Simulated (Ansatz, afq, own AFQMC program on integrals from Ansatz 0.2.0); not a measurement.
CH7Ge, doublet in cc-pVDZ, levels against CCSDT(Q)

```xyz
9

Ge   -0.4905    0.0000    0.0000
H    -1.0019    1.4466    0.0000
H    -1.0019   -0.7233    1.2528
H    -1.0019   -0.7233   -1.2528
H     1.2945    0.0000    0.0000
C     2.4845    0.0000    0.0000
H     2.4845   -1.0800    0.0000
H     2.4845    0.5400    0.9353
H     2.4845    0.5400   -0.9353
```

Basis cc-pVDZ. Only valence electrons are correlated. Integrals, coupled cluster, full CI and functionals: Ansatz 0.2.0; the random walks run on the same integrals in our own AFQMC program. ph-AFQMC/CISD is guided by a CISD state made of CCSD amplitudes; releasing the constraint for a short imaginary time cuts its bias at the price of noise, slowly where states lie close. Error bars are statistical, one sigma. No spin–orbit coupling.

Determinant: UHF, the one that the program's search chose, which needn't be the lowest solution. The geometry is a point of a scan.

No full CI on the walks' own integrals is used here; CCSDT(Q) serves as the reference and is uncertain by about the last step of the cluster series.

Cautions: no relativity below Rb; no spin-orbit coupling; inner d shell frozen.

```
T1 diagnostic                               : 0.0126
weight of the determinant in the CISD state : 0.862
⟨S²⟩ of the determinant                     : 0.775
size of the correlated space                : 15 electrons in 61 orbitals
```

| level | correlation energy (eV) |
| --- | --- |
| MP2 | -7.2616 |
| CCSD | -8.5794 |
| CCSD(T) | -8.7853 |

Estimate where phaseless AFQMC with a CISD trial lies against CCSD(T) on the same integrals.

29.0 ± 4.5 meV below CCSD(T).

Reference: CCSDT(Q), correlation energy -8.824 eV. The released energy is read at 1.50 1/Eh (meV from the phaseless value at times in 1/Eh: -3 ± 4 at 0.24, -8 ± 3 at 0.51, -13 ± 4 at 0.99, -6 ± 4 at 1.50).

```csv
level,E − E(reference) (meV),share of correlation (%)
CCSD(T),38.9,99.56
CCSDT,9.0,99.90
ph-AFQMC/CISD,9.8 ± 4.5,99.89
released AFQMC,4.0 ± 3.7,99.95
```

A walk keeps the symmetry of its determinant, which the program's search chose and which needn't be the lowest solution, so a lower state of the same spin and another symmetry isn't excluded. Released energies are given only where the last usable release times agree within the noise; a slower fall can still hide under it.
